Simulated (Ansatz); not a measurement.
Born–Oppenheimer molecular dynamics of FH$_{6}$PSi (9 atoms, charge 0, multiplicity 1). It starts at the highest image of a converged band. Of that band: Neighbouring images differ by up to 2.2 eV, so the band resolves the path poorly. A vibrational analysis at the climbing image gives one clearly imaginary mode, 918i cm⁻¹: a first-order saddle point.

The calculation used RKS CAM-B3LYP-D4/def2-SVP in Ansatz 0.2.0.

* ensemble: NVE (velocity Verlet)
* time step: 0.5 fs
* steps asked: 200
* starting velocities drawn for: 300 K
* seed: 10772

First frame:

```xyz
9
Properties=species:S:1:pos:R:3
Si -0.222 -0.182 0.023
F 0.105 0.840 1.623
H 1.208 -0.575 0.135
H -0.449 0.981 -0.862
H -0.835 -1.386 -0.610
P -2.506 -0.130 1.502
H -2.983 0.066 0.183
H -2.384 -1.540 1.462
H -0.973 0.615 1.788
```

**Question.** How far do the bonds stretch over the last three quarters of this one trajectory? (Pairs bonded in most of those frames.)

**Answer.** 
| bond | mean (Å) | spread (Å) | shortest | longest |
| --- | --- | --- | --- | --- |
| Si1–H3 | 1.491 | 0.033 | 1.44 | 1.54 |
| Si1–H4 | 1.490 | 0.010 | 1.47 | 1.51 |
| Si1–H5 | 1.497 | 0.014 | 1.47 | 1.53 |
| Si1–P6 | 2.320 | 0.122 | 2.15 | 2.53 |
| F2–H9 | 0.933 | 0.020 | 0.90 | 0.98 |
| P6–H7 | 1.422 | 0.015 | 1.40 | 1.45 |
| P6–H8 | 1.425 | 0.018 | 1.39 | 1.46 |

Pairs bonded in part of these frames only: Si1–F2 9 %.

Mean temperature of the second half: 1506 K. The conserved energy stayed within 0.082 meV per atom of its start (net change -0.011 meV per atom), so the integration is sound. The kinetic energy rose, since the run started high on the potential surface and went downhill. It ends in pieces (FH + H5PSi), so much of that is their flight and rotation, not heat. A run of 0.1 ps of so small a system gives no equilibrium averages. The orbitals stay closed-shell, which can raise the energy where a bond breaks towards radicals; this wasn't checked here.

The run took 8 min on 2 threads of Arm Neoverse N1, with other jobs on the host, peak memory 0.17 GiB.
